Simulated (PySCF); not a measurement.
Gas-phase reaction: SiF₄ + Si₂H₆ → c-Si₃H₆ + 2 F₂

Energies from PySCF, thermal terms from the rigid-rotor harmonic-oscillator model, ideal gas at 1 bar. † marks an energy on the PBE0/def2-TZVP geometry and frequencies; other levels use their own. CCSD(T) freezes the core. All species are closed-shell singlets. c-Si₃H₆: computed as isolated molecules; such fragments, hydroxides, amides, oligomers or adducts are transient or little studied in the gas. CCSD(T) isn't extrapolated to the basis-set limit.

| level | ΔH°(298 K), kJ |
|---|---|
| BLYP/def2-TZVP† | … |
| CCSD(T)/def2-TZVPP† | 1780 |
| HF/def2-TZVP† | … |
| PBE/def2-TZVP† | 1644 |
| PBE0/def2-QZVP† | 1742 |
| PBE0/def2-TZVP | … |
| r2SCAN/def2-TZVP† | 1752 |
| ωB97M-V/def2-TZVP† | … |

Problem. Complete the blanks.

Solution. 
- BLYP/def2-TZVP†, ΔH°(298 K), kJ: 1682
- HF/def2-TZVP†, ΔH°(298 K), kJ: 1940
- PBE0/def2-TZVP, ΔH°(298 K), kJ: 1727
- ωB97M-V/def2-TZVP†, ΔH°(298 K), kJ: 1777
